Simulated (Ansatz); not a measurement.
```yaml
crystal:
  periodic: [false, false, false]
  atoms:
    - {symbol: Ti, position_ang: [-0.501117, -0.000754, -0.000857]}
    - {symbol: O, position_ang: [1.278959, 0.001924, 0.002187]}
    - {symbol: H, position_ang: [1.747028, 0.857989, 0.000221]}
    - {symbol: H, position_ang: [1.749592, -0.852729, 0.005759]}
basis:
  gaussian: {orbitals: def2-TZVP}
magnetization: {spin_polarized: true, initial_magnetization: 4}
hamiltonian: {xc: pbe0}
relax: {f_tol: 0.004, max_steps: 80}
```

```sh
$ ansatz run in.yaml --threads 1 --pin off --events-out ev --progress --plain --max-ram 2176MiB
```

Steps of the relaxation (energy above the last step; positions in Å, forces in eV/Å):

```
4
step 1, 1160.3 meV
Ti   -0.501   -0.001   -0.001   -6.146   -0.009   -0.011
O     1.279    0.002    0.002    4.337    0.007    0.007
H     1.747    0.858    0.000    0.905   -0.267    0.002
H     1.750   -0.853    0.006    0.904    0.269    0.001
```

```
4
step 2, 527.5 meV
Ti   -0.615   -0.001   -0.001   -2.998   -0.005   -0.005
O     1.296    0.002    0.002    2.112    0.003    0.004
H     1.796    0.844    0.000    0.444   -0.677    0.003
H     1.798   -0.838    0.006    0.442    0.678   -0.001
```

```
4
step 3, 124.3 meV
Ti   -0.781   -0.001   -0.001   -1.199   -0.002   -0.002
O     1.310    0.002    0.002    1.361    0.002    0.002
H     1.871    0.794    0.001   -0.081   -0.334    0.001
H     1.874   -0.788    0.006   -0.082    0.333   -0.001
```

```
4
step 5, 27.1 meV
Ti   -0.879   -0.001   -0.001   -0.310    0.000   -0.001
O     1.347    0.002    0.002    0.151    0.000    0.000
H     1.902    0.790    0.001    0.080   -0.122    0.001
H     1.904   -0.784    0.006    0.080    0.122    0.000
```

```
4
step 13, 0.0 meV
Ti   -0.900   -0.001    0.046    0.000    0.000    0.000
O     1.411    0.001   -0.237    0.001    0.000    0.001
H     1.880    0.774    0.097   -0.001   -0.001    0.000
H     1.883   -0.768    0.102   -0.001    0.001    0.000
```

Close pairs at the end: O2–H3 0.964 Å, O2–H4 0.964 Å, Ti1–O2 2.328 Å.

A stationary point of unrestricted PBE0 after 13 steps, with ⟨S²⟩ = 6.001 against 6.00 for a pure state; no frequencies were run, so it isn't proven a minimum. 4.6 min on 1 thread of Intel Xeon Platinum 8375C, shared host.
